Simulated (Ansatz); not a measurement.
Predict the output of the script below (Ansatz 0.2.0 through its Python package).

The script, `run_torsion.py`:
```python
# -*- coding: utf-8 -*-
'''Energy of C4H5N as one group turns about a bond.'''

import ansatz as az
from ase import Atoms

atoms = Atoms(['C', 'C', 'C', 'C', 'N', 'H', 'H', 'H', 'H', 'H'], positions=[
    (0.1259, 1.4245, 0.0722),
    (0.2524, 0.0889, -0.0042),
    (-0.9391, -0.8229, -0.0108),
    (1.5528, -0.499, -0.0822),
    (2.6068, -0.979, -0.1456),
    (0.9932, 2.0805, 0.0766),
    (-0.848, 1.9009, 0.1326),
    (-1.8818, -0.2688, 0.0526),
    (-0.9628, -1.4148, -0.9321),
    (-0.8996, -1.5102, 0.8411),
])

# start the scan from a relaxed geometry
first = (
    az.Crystal.molecule_from_ase(atoms).calculation()
    .basis(gaussian='cc-pVDZ')
    .functional('hf')
    .relax(force_tolerance=0.02, max_steps=80)
)
atoms.positions = first.run(threads=1).report['positions_ang']

start = atoms.get_dihedral(2, 1, 0, 5)
energies = {}
for turn in range(0, 360, 40):
    turned = atoms.copy()
    turned.set_dihedral(2, 1, 0, 5, start + turn, indices=[0, 5, 6])
    job = az.Crystal.molecule_from_ase(turned).calculation()
    job = job.basis(gaussian='cc-pVDZ')
    job = job.functional('hf')
    energies[round((start + turn) % 360)] = job.run(threads=1).report['free_energy_ev']
floor = min(energies.values())
print('dihedral C2-C1-C0-H5 (deg)   E - E(min) (kJ/mol)')
for angle, e in sorted(energies.items()):
    print(f'{angle:8d} {96.485332 * (e - floor):14.3f}  ' + '#' * int(30 * (e - floor) / max(max(energies.values()) - floor, 1e-9)))
```

```console
$ python run_torsion.py
dihedral C2-C1-C0-H5 (deg)   E - E(min) (kJ/mol)
      20         23.482  #
      60        207.286  #################
     100        362.415  ##############################
     140         92.989  #######
     180          0.000
     220         92.957  #######
     260        362.353  #############################
     300        207.334  #################
     340         23.498  #
```

The scan is rigid and the energies are electronic, in a modest basis. With rigid groups the curve can differ much from the relaxed path, the start wasn't checked as a minimum of this torsion, and equivalent turns needn't return to the same energy. The whole script took 22 s on 1 thread of AMD EPYC 7B13 (Zen 3), on a shared host, peak memory 0.25 GiB.
